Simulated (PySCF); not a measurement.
Ionisation energy of Cl by level of theory

Cl [Ne] 3s2 3p5 (2P) → Cl⁺ [Ne] 3s2 3p4 (3P), as a difference of total energies. Computed with PySCF 2.14 in x2c-TZVPall (5s5p2d1f, 37 functions), with the spin-free X2C one-electron Hamiltonian (Gaussian nucleus). Correlated levels: valence: [Ne] frozen. The calculations carry no spin-orbit coupling.

```json
{"method": "UHF", "ionisation energy (eV)": "11.760", "error (eV)": "-1.214"}
{"method": "PBE", "ionisation energy (eV)": "12.939", "error (eV)": "-0.035"}
{"method": "r2SCAN", "ionisation energy (eV)": "12.995", "error (eV)": "+0.021"}
{"method": "MP2 (valence)", "ionisation energy (eV)": "12.698", "error (eV)": "-0.276"}
{"method": "SCS-MP2 (valence)", "ionisation energy (eV)": "12.694", "error (eV)": "-0.280"}
{"method": "CCSD (valence)", "ionisation energy (eV)": "12.659", "error (eV)": "-0.315"}
{"method": "CCSD(T) (valence)", "ionisation energy (eV)": "12.696", "error (eV)": "-0.278"}
```

Reference: 12.974 eV (measured; NIST levels, between the centres of gravity of the two terms).

Errors of the correlated levels include the incompleteness of this basis and the frozen core.
